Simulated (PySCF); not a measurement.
Species: C₄H₈ClF.
Cartesian coordinates in Å at the GFN2-xTB level; atoms count from 1:
```xyz
14
C4H8ClF angstrom
C     -1.167   -0.863   -0.172
C     -0.023   -0.014    0.360
C      1.333   -0.597   -0.002
Cl    -0.154    0.066    2.158
C     -0.144    1.435   -0.116
F     -0.058    1.489   -1.484
H     -1.076   -1.886    0.184
H     -2.125   -0.465    0.154
H     -1.139   -0.862   -1.260
H      2.135   -0.013    0.445
H      1.451   -0.585   -1.084
H      1.411   -1.623    0.351
H     -1.111    1.865    0.162
H      0.667    2.053    0.282
```

Computed, not measured: PySCF, TDDFT B3LYP/def2-SVPD, vertical, gas phase, core orbitals frozen in the response.

Computed states:

```
state  E (eV)       f
   S1    7.15  0.0003
   S2    7.18  0.0001
   S3    7.89   0.056
   S4    7.93   0.054
   S5    8.55  0.0094
   S6    8.63   0.025
   S7    8.79  0.0083
   S8    8.83   0.012
```

Broadening: Gaussians 0.25 eV wide at half height, area fixed by f = 4.319×10⁻⁹ ∫ε dν̃. The width is an assumption, not a result. The curve ends short of the highest state used, and states not computed would add to its high-energy end.

Task: What does the envelope look like, and where are its maxima?

Result: 
| λ (nm) | ε (L mol⁻¹ cm⁻¹) |
| --- | --- |
| 150.6 | 160 |
| 151.2 | 347 |
| 151.7 | 645 |
| 152.3 | 1257 |
| 152.9 | 2237 |
| 153.5 | 3640 |
| 154.1 | 5422 |
| 154.7 | 7412 |
| 155.3 | 9317 |
| 155.9 | 10789 |
| 156.4 | 11467 |
| 157.0 | 11483 |
| 157.6 | 10648 |
| 158.2 | 9161 |
| 158.8 | 7324 |
| 159.4 | 5449 |
| 160.0 | 3779 |
| 160.6 | 2447 |
| 161.1 | 1618 |
| 161.7 | 927 |
| 162.3 | 498 |
| 162.9 | 251 |
| 163.5 | 119 |
| 164.1 | 53 |
| 164.7 | 22 |
| 165.3 | 9 |
| 165.8 | 4 |
| 166.4 | 2 |
| 167.0 | 2 |
| 167.6 | 3 |
| 168.2 | 6 |
| 168.8 | 9 |
| 169.4 | 13 |
| 170.0 | 18 |
| 170.6 | 24 |
| 171.1 | 29 |
| 171.7 | 34 |
| 172.3 | 38 |
| 172.9 | 40 |
| 173.5 | 39 |
| 174.1 | 37 |
| 174.7 | 33 |
| 175.3 | 28 |
| 175.8 | 24 |
| 176.4 | 19 |
| 177.0 | 14 |
| 177.6 | 10 |
| 178.2 | 7 |
| 178.8 | 4 |
| 179.4 | 3 |
| 180.0 | 2 |
| 180.5 | 1 |
| 181.1 | 1 |
| 181.7 | 0 |
| 182.3 | 0 |
| 182.9 | 0 |

Maxima: 173 nm (7.16 eV), ε about 40, made up of S1 (76%) and S2 (24%); 157 nm (7.91 eV), ε about 12000, made up of S3 (51%) and S4 (49%) (ε in L mol⁻¹ cm⁻¹; maxima over ε = 5, shares over 10%).

Task: Coming from long wavelengths, where does ε first pass 100 L mol⁻¹ cm⁻¹?

Result: At about 164 nm (7.58 eV), 0.42 eV above S1.

Task: What would ε be at 7.91 eV, the highest of these maxima, with half the width (0.125 eV)?

Result: About 21600 L mol⁻¹ cm⁻¹ against 11600, a factor of about 1.9; a lone state at its own centre would give exactly 2.

The run took about 80 s of CPU time (grids of density and orbitals included) (one thread, shared machine).

One conformer stands for the species.
